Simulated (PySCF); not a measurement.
A run for PySCF: R-B3LYP/6-311+G** on OH_anion (SMILES [OH-]). Charge -1.

```python
from pyscf import gto, scf, dft, mp
from pyscf.data.elements import chemcore

mol = gto.M(
    atom='''
    O     0.00000000    0.00000000    0.00000000
    H     0.96204317    0.00000000    0.00000000
    ''',
    basis='6-311+g**',
    charge=-1, spin=0, verbose=3, max_memory=1800)
mf = dft.RKS(mol, xc='b3lyp')
mf.conv_tol = 1e-8
mf.max_cycle = 100
mf.kernel()
if not mf.converged:
    mf = mf.newton().run(mf.mo_coeff, mf.mo_occ)
```

Program output:

```
converged SCF energy = -75.8273159916481
```

The calculation finished and met its thresholds.

Cost: around 0.6 core-seconds (rough).
